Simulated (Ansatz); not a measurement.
## Smallest direct gap on the k points sampled of BaHgSnS₄ (Ama2, No. 40; structure not from a measured cell) at several levels of theory

No measured value is used here.

| level (code) | value (eV) |
|---|---|
| LDA (Ansatz) | 1.73 |
| PBEsol (Ansatz) | 1.84 |
| r²SCAN+SOC (Ansatz) | 2.32 |
| HSE06+SOC (Ansatz) | … |
| PBE0 (Ansatz) | 3.60 |

Question: Complete the blanks.

Answer: 
- HSE06+SOC (Ansatz, an electronic-structure program), value (eV): 2.91

Computed values are for a static lattice. Levels without +SOC have no spin–orbit coupling; where heavier elements are present it shifts gaps, mostly down, and can invert bands.  Values are at the PBEsol cell. Cutoffs and k meshes differ between the levels. Ansatz's density-functional and Hartree–Fock values are scalar-relativistic unless marked +SOC, with PAW data made under PBE.
